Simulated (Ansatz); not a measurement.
**C2H7P: up Jacob's ladder to CCSD(T)**

Aim: compute C2H7P with functionals from several rungs and with coupled cluster. The yardstick is the atomisation energy at the CCSD(T) limit.

Program: Ansatz 0.2.0, Gaussian basis. Level of theory: functionals in def2-TZVPP, the program's frozen cores in correlated methods. These are calculated values, not measurements.

Plan: LDA (SPW92), PBE-D4, revPBE-D4, BLYP-D4, r2SCAN-D4, B97M-V, PBE0-D4, B3LYP-D4, r2SCANh-D4, r2SCAN0-D4, HSE06-D4, BHLYP-D4, CAM-B3LYP-D4, LC-ωPBE, ωB97X-V, ωB97M-V, B2PLYP, PBE-QIDH; CCSD(T)/def2-SVP; CCSD(T)/def2-TZVPP; MP2/def2-QZVPP; extrapolation to the limit; RPA on PBE.

## 1. The relaxed structure

The geometry comes from an earlier relaxation with PBE0-D4 in a triple-zeta def2 set; it is a stationary point, not always the lowest conformer.

SMILES `CPC`, 10 atoms, charge 0, spin multiplicity 1.

Atoms are counted from 1 here; the program's logs count them from 0.

Bond lengths: C1–P2 1.844 Å, C1–H4 1.092 Å, C1–H5 1.092 Å, C1–H6 1.092 Å, P2–C3 1.844 Å, P2–H7 1.422 Å, C3–H8 1.092 Å, C3–H9 1.092 Å, C3–H10 1.092 Å. Angles: P2–C1–H4 113.1°, P2–C1–H5 109.3°, P2–C1–H6 108.8°, H4–C1–H5 109.1°, H4–C1–H6 108.8°, H5–C1–H6 107.6°, C1–P2–C3 100.2°, C1–P2–H7 97.1°, C3–P2–H7 97.1°, P2–C3–H8 108.8°, P2–C3–H9 109.3°, P2–C3–H10 113.1°, H8–C3–H9 107.6°, H8–C3–H10 108.8°, H9–C3–H10 109.1°.

## 2. LDA

This LDA is Slater exchange with PW92 correlation.

The input, in.yaml:

```yaml
crystal:
  periodic: [false, false, false]
  atoms:
    - {symbol: C, position_ang: [-0.939656, 0.562791, -0.911871]}
    - {symbol: P, position_ang: [0.642843, 0.851782, -0.011073]}
    - {symbol: C, position_ang: [0.649685, -0.610389, 1.111989]}
    - {symbol: H, position_ang: [-1.044383, -0.461530, -1.275090]}
    - {symbol: H, position_ang: [-1.004829, 1.249696, -1.757865]}
    - {symbol: H, position_ang: [-1.772500, 0.785693, -0.241162]}
    - {symbol: H, position_ang: [1.509418, 0.315464, -1.002477]}
    - {symbol: H, position_ang: [-0.092613, -0.454283, 1.897984]}
    - {symbol: H, position_ang: [1.626402, -0.692572, 1.592679]}
    - {symbol: H, position_ang: [0.425631, -1.546651, 0.596875]}
basis:
  gaussian: {orbitals: def2-TZVPP}
hamiltonian: {xc: lda}
output: {orbitals: {seedname: orbitals}}
```

Launch:

```sh
> ansatz run in.yaml --threads 4 --pin off --events-out ev --progress --plain --max-ram 10444MiB
```

After this run come: PBE-D4 (GGA); revPBE-D4 (GGA); BLYP-D4 (GGA); r2SCAN-D4 (meta-GGA); B97M-V (meta-GGA); PBE0-D4 (hybrid); B3LYP-D4 (hybrid); r2SCANh-D4 (hybrid); r2SCAN0-D4 (hybrid); HSE06-D4 (hybrid); BHLYP-D4 (hybrid); CAM-B3LYP-D4 (range-separated); LC-ωPBE (range-separated); ωB97X-V (range-separated); ωB97M-V (range-separated); B2PLYP (double hybrid); PBE-QIDH (double hybrid); CCSD(T) in def2-SVP; CCSD(T) in def2-TZVPP; MP2 in def2-QZVPP; RPA on PBE orbitals.

Before running them: what should the planned runs give, taken together? Wanted: atomisation energy, CCSD(T)/CBS; farthest beyond LDA; mean size of error, GGA; mean size of error, meta-GGA; mean size of error, hybrid; mean size of error, range-separated; mean size of error, double hybrid; gap, smallest and largest; T1 diagnostic.

As calculated:

```
                               quantity                                              value
        atomisation energy, CCSD(T)/CBS                                     837.4 kcal/mol
functionals within 4.2 kcal/mol (0.5 %)  BLYP-D4, r2SCAN-D4, PBE0-D4, r2SCANh-D4, HSE06-D4
                    farthest beyond LDA                          BHLYP-D4 (-12.1 kcal/mol)
                mean size of error, GGA                                       5.2 kcal/mol
           mean size of error, meta-GGA                                       3.5 kcal/mol
             mean size of error, hybrid                                       4.8 kcal/mol
    mean size of error, range-separated                                       5.7 kcal/mol
      mean size of error, double hybrid                                       6.1 kcal/mol
              gap, smallest and largest          5.38 eV (LDA (SPW92)), 12.23 eV (LC-ωPBE)
                          T1 diagnostic                                             0.0104
triples share of the correlation energy                                              3.7 %
```

LDA overbinds by 106.1 kcal/mol (13 %). PBE-D4 misses by +10.3 kcal/mol. Double hybrids carry the basis error of their MP2 part in triple zeta, and no dispersion term here, so their miss is partly the set-up's. By mean error the best rung here is meta-GGA (3.5 kcal/mol) and the worst beyond LDA is double hybrid (6.1 kcal/mol). The gap between the best rungs is small, so their order is not settled. The reference freezes the cores and leaves out relativity and excitations past (T), so misses under about 4.2 kcal/mol can't be ranked. Hartree-Fock recovers 75 % of the binding; the rest is correlation. CCSD(T) in def2-SVP is off by -46.1 kcal/mol, more than most functionals: a good method in a small basis is no reference. Orbital gaps span 5.4 to 12.2 eV; exact exchange widens them.
